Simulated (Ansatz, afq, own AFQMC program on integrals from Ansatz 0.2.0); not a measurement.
**SiGeH, doublet → SiGeH⁺, triplet**

```yaml
atoms:
  - { symbol: Si, position_ang: [0.0000, -0.0368, 1.6490] }
  - { symbol: Ge, position_ang: [0.0000, -0.0037, -0.6463] }
  - { symbol: H, position_ang: [0.0000, 1.2915, 0.6314] }
```

Connectivity, by distances: Si–Ge, 1 bridging H.

E(triplet, charge +1) − E(doublet, charge +0) at this geometry, on UHF and UHF determinants.

Basis cc-pVDZ. Only valence electrons are correlated. AFQMC by an in-house program on the Cholesky factors that Ansatz 0.2.0 writes for its CCSD(T) run. ph-AFQMC/CISD is guided by a CISD state made of CCSD amplitudes; releasing the constraint for a short imaginary time cuts its bias at the price of noise, slowly where states lie close. Uncertainties: one standard error, sampling alone. No spin–orbit coupling. The errors of all members are added in quadrature.

No full CI on the walks' own integrals is used here; CCSDTQ serves as the reference and is uncertain by about the last step of the cluster series. Each member takes its own surest rung, up to full CI.

Errors are counted within cc-pVDZ, not against nature.

Cautions: inner d shell frozen; no relativity below Rb; no spin-orbit coupling; SiGeH (doublet): the released energies are still falling, so no released level is given (meV from the phaseless value at times in 1/Eh: -4 ± 4 at 0.24, -7 ± 3 at 0.51, -12 ± 3 at 0.99, -19 ± 3 at 1.62, -21 ± 3 at 2.40), though the last usable value meets CCSDTQ within the noise, its ph-AFQMC/CISD value lies 21 ± 4 meV above CCSDTQ; SiGeH⁺ (triplet): unrestricted determinant slightly spin contaminated (⟨S²⟩ 2.05 against 2.00), the released energies are still falling, so no released level is given (meV from the phaseless value at times in 1/Eh: -4 ± 4 at 0.24, -11 ± 3 at 0.51, -16 ± 3 at 0.99, -17 ± 3 at 1.62, -20 ± 3 at 2.40), though the last usable value meets CCSDTQ within the noise, its ph-AFQMC/CISD value lies 25 ± 3 meV above CCSDTQ.

Reference (CCSDTQ): 174.7 kcal/mol.

| level | vertical ionization energy (kcal/mol) | error against CCSDTQ (kcal/mol) |
| --- | --- | --- |
| HF | 160.6 | -14.1 |
| MP2 | 175.2 | 0.5 |
| CCSD | 174.3 | -0.3 |
| CCSD(T) | 174.8 | 0.1 |
| CCSDT | 174.6 | -0.1 |
| CCSDT(Q) | 174.7 | 0.0 |
| ph-AFQMC/CISD | 174.8 ± 0.1 | 0.1 ± 0.1 |

Correlation beyond CCSD(T) takes off 0.1 kcal/mol. The perturbative (T) step is worth +0.4 kcal/mol.

CCSDT and higher add their correlation energy to the determinant of the CCSD(T) run, since their own runs factorise the integrals more tightly (a shift of under 2 meV). A walk keeps the symmetry of its determinant, which the program's search chose and which needn't be the lowest solution, so a lower state of the same spin and another symmetry isn't excluded.
